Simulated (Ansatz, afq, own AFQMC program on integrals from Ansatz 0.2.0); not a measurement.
# Atomization energy of AlBH2, singlet

```tsv
atom	x (Å)	y (Å)	z (Å)
B	0.0000	0.0000	1.7315
Al	0.0000	0.0000	-0.5881
H	0.0000	-1.3671	-1.4148
H	0.0000	1.3671	-1.4148
```

Connectivity, by distances: B–AlH2.

Atoms in their ground-state spins without spin–orbit coupling (mostly on UHF) minus the molecule (RHF), without zero-point energy. The geometry is a stationary point, not shown to be a minimum.

Basis cc-pVDZ. Noble-gas cores (and the filled d shells of Ga–Kr and In–Xe) are frozen. AFQMC by an in-house program on the Cholesky factors that Ansatz 0.2.0 writes for its CCSD(T) run. The CISD trial takes its coefficients from CCSD amplitudes. Released means that phaseless walkers are propagated on without the constraint, phases kept. ± is one standard error of the sampling. The errors of all members are added in quadrature.

No full CI on the walks' own integrals is used here; CCSDT(Q) serves as the reference and is uncertain by about the last step of the cluster series. Each member takes its own surest rung, up to full CI.

Errors are counted within cc-pVDZ, not against nature.

Cautions: AlBH₂ (singlet): higher spins were not checked, restricted determinant unstable towards unrestricted (UHF 540 meV lower, ⟨S²⟩ 0.85), the ph-AFQMC/CISD walk drifts between its halves (2.1 errors).

Reference (CCSDT(Q)): 649.9 kJ/mol.

```csv
level,atomization energy (kJ/mol),error against CCSDT(Q) (kJ/mol)
HF,497.2,-152.7
MP2,626.6,-23.2
CCSD,642.2,-7.7
CCSD(T),648.1,-1.8
ph-AFQMC/HF,656.8 ± 3.6,6.9 ± 3.6
ph-AFQMC/CISD,649.4 ± 0.9,-0.5 ± 0.9
released AFQMC,649.8 ± 1.6,-0.1 ± 1.6
```

Correlation beyond CCSD(T) adds 1.8 kJ/mol. The perturbative (T) step is worth +5.9 kJ/mol.

A walk keeps the symmetry of its determinant, which the program's search chose and which needn't be the lowest solution, so a lower state of the same spin and another symmetry isn't excluded. Released energies are given only where the last usable release times agree within the noise; a slower fall can still hide under it.
